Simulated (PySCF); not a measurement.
Predicted microwave data (PBE0/def2-SVPD in PySCF (dipole) on a GFN2-xTB geometry, gas phase) for one isomer of C3H5N:

```
Rotational constants : A = 27854, B = 5237, C = 4666 MHz
Dipole components    : |μa| = 3.77 D, |μb| = 1.33 D, |μc| = 0.00 D
Inertial defect      : -6.34 u·Å²
κ                    : -0.95
```

Problem. Which candidate fits, each taken in the one conformer that was computed?
A. `[H]/[N:4]=[CH:3]\[CH:2]=[CH2:1]` with C1–C2–C3–N4 180°
B. `[C-]#[N+]CC`
C. `C1=NCC1` (1-azetine)

Solution. B. It is [C-]#[N+]CC, a near-prolate asymmetric top, point group Cs. The candidates at the same level (rigid rotor, commonest isotopes):

```tsv
SMILES	A (MHz)	B (MHz)	C (MHz)	μa (D)	μb (D)	μc (D)	Δ (u·Å²)	point group	rotor
[C-]#[N+]CC	27854	5237	4666	3.77	1.33	0.00	-6.34	Cs	near-prolate asymmetric top
[H]/N=C\C=C	45232	4609	4183	2.44	0.85	0.00	0.00	Cs	near-prolate asymmetric top
C1=NCC1	14049	13133	7426	2.14	1.06	0.00	-6.40	Cs	asymmetric top
```

`[H]/N=C\C=C` has A 62 % too high; `C1=NCC1` has B 151 % too high. In the right answer the mirror of this Cs structure is the ab plane, so μc vanishes by symmetry. No structure here is proved a minimum.
